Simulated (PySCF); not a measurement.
# CH3NO: the cost of one run

The runs use PySCF 2.14.0; levels as typed in each script, gas phase, geometry from GFN2-xTB.

### 1 Starting geometry

SMILES `O=CN`, 6 atoms, charge 0, spin multiplicity 1.

Bond lengths: O1–C2 1.201 Å, C2–N3 1.347 Å, C2–H4 1.106 Å, N3–H5 1.008 Å, N3–H6 1.004 Å. Angles: O1–C2–N3 124.8°, O1–C2–H4 123.1°, N3–C2–H4 112.1°, C2–N3–H5 118.7°, C2–N3–H6 122.5°, H5–N3–H6 118.7°.

Coordinates:

```xyz
6

O     1.1849    0.2440    0.0000
C     0.1610   -0.3845    0.0000
N    -1.0725    0.1555    0.0000
H     0.1310   -1.4901    0.0000
H    -1.1619    1.1593    0.0000
H    -1.9064   -0.4029    0.0000
```

### 2 Removing and adding an electron (B3LYP/6-311+g**)

Input file input.py:

```python
import numpy as np
from pyscf import gto, scf, dft
from pyscf.scf import atom_ks, atom_hf
from scipy.linalg import block_diag

def solve(mol, dm0=None, hcore=None):
    mf = (dft.UKS if mol.spin else dft.RKS)(mol, xc='b3lyp')
    mf.grids.level = 3
    mf = mf.density_fit(auxbasis='def2-universal-jkfit')
    mf.conv_tol, mf.max_cycle = 1e-8, 80
    if hcore is not None:
        mf.get_hcore = lambda *args: hcore
    mf.kernel(dm0)
    if not mf.converged:
        mf = mf.newton().run(mf.mo_coeff, mf.mo_occ, max_cycle=30)
    assert mf.converged, 'SCF not converged'
    return mf

mol = gto.M(atom='''
O      1.18488     0.24401     0.00000
C      0.16103    -0.38449     0.00000
N     -1.07255     0.15551     0.00000
H      0.13097    -1.49012     0.00000
H     -1.16187     1.15930     0.00000
H     -1.90640    -0.40292     0.00000
''', basis='6-311+g**', charge=0, spin=0, verbose=4)
mf = solve(mol)
out = dict(e0=mf.e_tot, dm0=mf.make_rdm1(), c=mf.mo_coeff, occ=mf.mo_occ, eps=mf.mo_energy)
for name, dq, spin in [('cation', 1, 1), ('anion', -1, 1)]:
    ion = mol.copy().set(charge=mol.charge + dq, spin=spin).build()
    mi = solve(ion)
    if spin and dq > 0 and mol.nao < 130:
        c, _, stable, _ = mi.stability(return_status=True)
        if not stable:
            mi = solve(ion, mi.make_rdm1(c, mi.mo_occ))
    print(name, 'vertical energy change / eV', (mi.e_tot - mf.e_tot) * 27.211386)
    out.update({'e_' + name: mi.e_tot, 'dm_' + name: mi.make_rdm1(), 's2_' + name: mi.spin_square()[0], 'eps_' + name: mi.mo_energy, 'occ_' + name: mi.mo_occ})
# spherically averaged free atoms, for the promolecule
atm = atom_ks.get_atm_nrks(mol, xc='b3lyp')
pro = block_diag(*[(atm[a[0]][2] * atm[a[0]][3]) @ atm[a[0]][2].T for a in mol._atom])
np.savez('result.npz', pro=pro, **out)
```

The run is started by

```console
> OMP_NUM_THREADS=1 python input.py
```

What time and memory should one allow on 1 thread of Intel Xeon Platinum 8375C at 2.90GHz (Ice Lake), shared host?

About 98 s, with a peak of 0.43 GiB.
